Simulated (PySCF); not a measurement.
## C2H6: calculation and literature

Bonds (- single, = double, # triple, : aromatic): C1-C2 1.519 Å. C1 carries H3, H4, H5; C2 carries H6, H7, H8.

The experiment to reproduce: δ ¹³C C1/C2 7.0; δ ¹H H3/H4/H5/H6/H7/H8 0.85 ppm (measured; solution, CD3OD, 298 K; Fulmer et al., Organometallics 2010, 29, 2176).
δ ¹H H3/H4/H5/H6/H7/H8 0.82 ppm (measured; solution, D2O, 298 K; Fulmer et al., Organometallics 2010, 29, 2176). Coupling constants: ¹J(C1,H3) 125.0 Hz, ¹J(C1,C2) 35.0 Hz, ²J(C1,H6) -4.8 Hz, ³J(H3,H6) 8.1 Hz, ¹J(C1,H3) 125.2 Hz, ¹J(C1,C2) 34.6 Hz, ¹J(C1,H3) 124.9 Hz.

Relativity neglected, averaged over atoms made equivalent by symmetry, fast rotation or ring inversion, no solvent model, one computed conformer. B3LYP/pcJ-1 coupling constants; shielding tensors at B3LYP/pcSseg-2 (GIAO); structure optimised with PBE0-D3(BJ)/def2-SVP; PySCF 2.14.

Q: How close does the calculation come?

A: 
Reference values: measured (solution, CD3OD, 298 K; Fulmer et al., Organometallics 2010, 29, 2176).
```json
{"atoms": "C1/C2", "quantity": "δ ¹³C", "reference": "7.0", "computed": "9.9", "computed, scaled": "7.6"}
{"atoms": "H3/H4/H5/H6/H7/H8", "quantity": "δ ¹H", "reference": "0.85", "computed": "0.96", "computed, scaled": "0.99"}
```

Reference values: measured (solution, D2O, 298 K; Fulmer et al., Organometallics 2010, 29, 2176).
```tsv
atoms	quantity	reference	computed	computed, scaled
H3/H4/H5/H6/H7/H8	δ ¹H	0.82	0.96	0.99
```

Computed shifts are σ(ref) − σ with the named reference compound (TMS for H and C) calculated as an isolated molecule at the same level. The measured values may be among those fitted. Expected solution values come from regression of measured δ (H and C: mostly CDCl3, vs TMS) on computed σ: ¹H: δ = 30.47 − 0.969σ (rms 0.18 ppm, 51 shifts); ¹³C: δ = 169.21 − 0.955σ (rms 2.4 ppm, 41 shifts). Occasional misses reach two or three times the rms, and more in compound classes unlike the fitted ones.

Coupling constants in Hz:
```tsv
coupling	reference	computed	source
¹J(C1,H3)	125.0	131.9	measured; gas, zero-density limit, 300 K; Wilczek, Jackowski, Molecules 2024, 29, 4460
¹J(C1,C2)	35.0	38.5	measured; gas, zero-density limit, 300 K; Wilczek, Jackowski, Molecules 2024, 29, 4460
²J(C1,H6)	-4.8	-3.6	measured; gas, zero-density limit, 300 K; Wilczek, Jackowski, Molecules 2024, 29, 4460
³J(H3,H6)	8.1	9.1	measured; gas, zero-density limit, 300 K; Wilczek, Jackowski, Molecules 2024, 29, 4460
¹J(C1,H3)	125.2	131.9	measured; Jessen and Sauer, arXiv:2312.00705
¹J(C1,C2)	34.6	38.5	measured; Jessen and Sauer, arXiv:2312.00705
¹J(C1,H3)	124.9	131.9	measured; liquid or solution (compiled); San Fabian, Garcia de la Vega, Suardiaz et al., Magn. Reson. Chem. 2013, 51, 775 (SI)
```

Q: How far are the unscaled ¹H shifts from the references?

A: Mean signed difference +0.12 ppm, mean absolute 0.12 ppm over 2 comparisons; the largest is +0.14 ppm at H3/H4/H5/H6/H7/H8 (hydrogen on a methyl carbon).

10 of the 50 published NMR values on file for this molecule are compared. The rest: values from further sources, protons in aromatic solvents, other calculations.
